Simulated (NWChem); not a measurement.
Predicting a hybrid from its neighbours: SCl2O2 (sulfuryl chloride)

SCl2O2: 5 atoms, total charge 0, spin state singlet. SMILES: `O=S(=O)(Cl)Cl`. Geometry: relaxed at PBE0-D4/def2-TZVP.

The dipole moment y, in D, basis cc-pVDZ; a is the functional's share of exact exchange. Programs: NWChem 7.3.0.

```
functional  program     a  y (D)
       PBE   NWChem     0   1.19
    r2SCAN   NWChem     0   1.28
     B3LYP   NWChem   0.2      ?
      PBE0   NWChem  0.25   1.44
     BHLYP   NWChem   0.5   1.73
```

Task: Fit y = c + s·a to the known rows and predict B3LYP.

Result: 
1. Means of the 4 rows: a = 0.1875, y = 1.410.
2. Σ(Δa)² = 0.17188, Σ(Δa·Δy) = 0.1675, so the slope is 0.1675/0.17188 = 0.97452.
3. Intercept: 1.410 − (0.97452) × 0.1875 = 1.227. The largest residual of the fit is 0.053.
4. B3LYP: 1.227 + (0.97452) × 0.2 = 1.42 D.

The run gave 1.45 D, so the prediction is off by -0.03 D, within the scatter of the fit. More exact exchange makes the molecule more polar here. The rows mix families of semi-local functionals, which the line can't see. The measured value is 1.81 D (NIST CCCBDB).
